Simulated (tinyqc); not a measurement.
Inside a calculation. Method: ROHF in the sto-3g basis, for LiH, spin multiplicity 3. One step of it, computed by the program tinyqc.

Question. Iteration 3: building the Fock matrix. J_ij = sum D_kl (ij|kl) with D = D(alpha) + D(beta), K_ij = sum D_kl (ik|jl) for each spin; F = H + J - K(s); E = tr D H + tr D J / 2 - 0.5 sum_s tr D(s) K(s) + E_nn.

D(alpha) after iteration 2:
```
            1Li 1s     1Li 2s   1Li 2px   1Li 2py    1Li 2pz      2H 1s
1Li 1s    1.055981  -0.236913  0.000000  0.000000   0.073577   0.000113
1Li 2s   -0.236913   1.007978  0.000000  0.000000  -0.265276  -0.091105
1Li 2px   0.000000   0.000000  0.000000  0.000000   0.000000   0.000000
1Li 2py   0.000000   0.000000  0.000000  0.000000   0.000000   0.000000
1Li 2pz   0.073577  -0.265276  0.000000  0.000000   0.104748   0.194755
2H 1s     0.000113  -0.091105  0.000000  0.000000   0.194755   0.848939
```

D(beta) after iteration 2:
```
            1Li 1s     1Li 2s   1Li 2px   1Li 2py    1Li 2pz      2H 1s
1Li 1s    0.976256   0.045532  0.000000  0.000000   0.002841  -0.006725
1Li 2s    0.045532   0.002124  0.000000  0.000000   0.000132  -0.000314
1Li 2px   0.000000   0.000000  0.000000  0.000000   0.000000   0.000000
1Li 2py   0.000000   0.000000  0.000000  0.000000   0.000000   0.000000
1Li 2pz   0.002841   0.000132  0.000000  0.000000   0.000008  -0.000020
2H 1s    -0.006725  -0.000314  0.000000  0.000000  -0.000020   0.000046
```

core Hamiltonian H = T + V (hartree):
```
            1Li 1s     1Li 2s    1Li 2px    1Li 2py    1Li 2pz      2H 1s
1Li 1s   -4.644356  -1.042034   0.000000   0.000000  -0.008359  -0.073362
1Li 2s   -1.042034  -1.334389   0.000000   0.000000  -0.086742  -0.379071
1Li 2px   0.000000   0.000000  -1.085472   0.000000   0.000000   0.000000
1Li 2py   0.000000   0.000000   0.000000  -1.085472   0.000000   0.000000
1Li 2pz  -0.008359  -0.086742   0.000000   0.000000  -1.150725  -0.525712
2H 1s    -0.073362  -0.379071   0.000000   0.000000  -0.525712  -1.181285
```

Two-electron integrals (ij|kl) in chemists' order, unique and non-zero (hartree):
```
(11|11) 1.680395   (21|11) 0.265420   (21|21) 0.049941   (22|11) 0.397727
(22|21) 0.092860   (22|22) 0.290562   (31|31) 0.008981   (32|31) 0.013788
(32|32) 0.064184   (33|11) 0.396640   (33|21) 0.092880   (33|22) 0.290497
(33|33) 0.312946   (41|41) 0.008981   (42|41) 0.013788   (42|42) 0.064184
(43|43) 0.016869   (44|11) 0.396640   (44|21) 0.092880   (44|22) 0.290497
(44|33) 0.279207   (44|44) 0.312946   (51|51) 0.008981   (52|51) 0.013788
(52|52) 0.064184   (53|53) 0.016869   (54|54) 0.016869   (55|11) 0.396640
(55|21) 0.092880   (55|22) 0.290497   (55|33) 0.279207   (55|44) 0.279207
(55|55) 0.312946   (61|11) 0.017174   (61|21) 0.003274   (61|22) 0.006288
(61|33) 0.006210   (61|44) 0.006210   (61|51) 0.000437   (61|52) 0.000854
(61|55) 0.006449   (61|61) 0.000240   (62|11) 0.074584   (62|21) 0.017788
(62|22) 0.063683   (62|33) 0.059941   (62|44) 0.059941   (62|51) 0.002717
(62|52) 0.020145   (62|55) 0.071109   (62|61) 0.001430   (62|62) 0.028447
(63|31) 0.001008   (63|32) 0.005598   (63|53) 0.002640   (63|63) 0.001440
(64|41) 0.001008   (64|42) 0.005598   (64|54) 0.002640   (64|64) 0.001440
(65|11) 0.103362   (65|21) 0.024790   (65|22) 0.090968   (65|33) 0.084729
(65|44) 0.084729   (65|51) 0.004173   (65|52) 0.031150   (65|55) 0.103363
(65|61) 0.002032   (65|62) 0.043423   (65|65) 0.066645   (66|11) 0.238213
(66|21) 0.057419   (66|22) 0.226273   (66|33) 0.207555   (66|44) 0.207555
(66|51) 0.008310   (66|52) 0.081087   (66|55) 0.263577   (66|61) 0.004639
(66|62) 0.133946   (66|65) 0.209626   (66|66) 0.774606
```

nuclear repulsion = 0.71478237 hartree

Give: Coulomb J; exchange K(alpha); exchange K(beta); F(alpha); F(beta); total energy of this density.

Answer.

Coulomb J (hartree):
```
         1Li 1s  1Li 2s  1Li 2px  1Li 2py  1Li 2pz   2H 1s
1Li 1s   3.9853  0.6789   0.0000   0.0000   0.0022  0.0448
1Li 2s   0.6789  1.3125   0.0000   0.0000   0.0454  0.3317
1Li 2px  0.0000  0.0000   1.2914   0.0000   0.0000  0.0000
1Li 2py  0.0000  0.0000   0.0000   1.2914   0.0000  0.0000
1Li 2pz  0.0022  0.0454   0.0000   0.0000   1.3477  0.4834
2H 1s    0.0448  0.3317   0.0000   0.0000   0.4834  1.3913
```

exchange K(alpha) (hartree):
```
         1Li 1s   1Li 2s  1Li 2px  1Li 2py  1Li 2pz   2H 1s
1Li 1s   1.6998   0.2690   0.0000   0.0000   0.0030  0.0190
1Li 2s   0.2690   0.3287   0.0000   0.0000  -0.0396  0.1524
1Li 2px  0.0000   0.0000   0.0706   0.0000   0.0000  0.0000
1Li 2py  0.0000   0.0000   0.0000   0.0706   0.0000  0.0000
1Li 2pz  0.0030  -0.0396   0.0000   0.0000   0.1916  0.2353
2H 1s    0.0190   0.1524   0.0000   0.0000   0.2353  0.7273
```

exchange K(beta) (hartree):
```
         1Li 1s  1Li 2s  1Li 2px  1Li 2py  1Li 2pz   2H 1s
1Li 1s   1.6645  0.2792   0.0000   0.0000   0.0005  0.0190
1Li 2s   0.2792  0.0576   0.0000   0.0000   0.0001  0.0040
1Li 2px  0.0000  0.0000   0.0101   0.0000   0.0000  0.0000
1Li 2py  0.0000  0.0000   0.0000   0.0101   0.0000  0.0000
1Li 2pz  0.0005  0.0001   0.0000   0.0000   0.0101  0.0006
2H 1s    0.0190  0.0040   0.0000   0.0000   0.0006  0.0003
```

F(alpha) (hartree):
```
          1Li 1s   1Li 2s  1Li 2px  1Li 2py  1Li 2pz    2H 1s
1Li 1s   -2.3588  -0.6321   0.0000   0.0000  -0.0091  -0.0476
1Li 2s   -0.6321  -0.3507   0.0000   0.0000  -0.0018  -0.1998
1Li 2px   0.0000   0.0000   0.1352   0.0000   0.0000   0.0000
1Li 2py   0.0000   0.0000   0.0000   0.1352   0.0000   0.0000
1Li 2pz  -0.0091  -0.0018   0.0000   0.0000   0.0054  -0.2777
2H 1s    -0.0476  -0.1998   0.0000   0.0000  -0.2777  -0.5173
```

F(beta) (hartree):
```
          1Li 1s   1Li 2s  1Li 2px  1Li 2py  1Li 2pz    2H 1s
1Li 1s   -2.3236  -0.6423   0.0000   0.0000  -0.0066  -0.0476
1Li 2s   -0.6423  -0.0795   0.0000   0.0000  -0.0415  -0.0514
1Li 2px   0.0000   0.0000   0.1957   0.0000   0.0000   0.0000
1Li 2py   0.0000   0.0000   0.0000   0.1957   0.0000   0.0000
1Li 2pz  -0.0066  -0.0415   0.0000   0.0000   0.1869  -0.0429
2H 1s    -0.0476  -0.0514   0.0000   0.0000  -0.0429   0.2097
```

total energy of this density = -7.776561 hartree
